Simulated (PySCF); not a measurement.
C2H, SMILES C#[C], multiplicity 2.

Geometry optimised at B3LYP-D3(BJ)/def2-TZVPD. The isomer is the one that the SMILES or the coordinates give; other isomers of the formula were not compared.

Two levels are set side by side: PBE/def2-TZVPD (PySCF) and r2SCAN/def2-TZVPD (PySCF). Same geometry, gas phase. Differences are taken from unrounded values.

| quantity | r2SCAN | PBE | PBE minus r2SCAN |
|---|---|---|---|
| α-spin orbital gap (eV) | 7.71 | 7.10 | -0.61 |
| β-spin orbital gap (eV) | 2.18 | 1.10 | -1.08 |
| dipole moment (D) | 0.75 | 0.78 | 0.03 |
| mean polarisability (bohr³) | 23.3 | 25.0 | 1.7 |

Rough cost on one machine, each run with all the roots and properties that it gave: r2SCAN against PBE about 4 times.
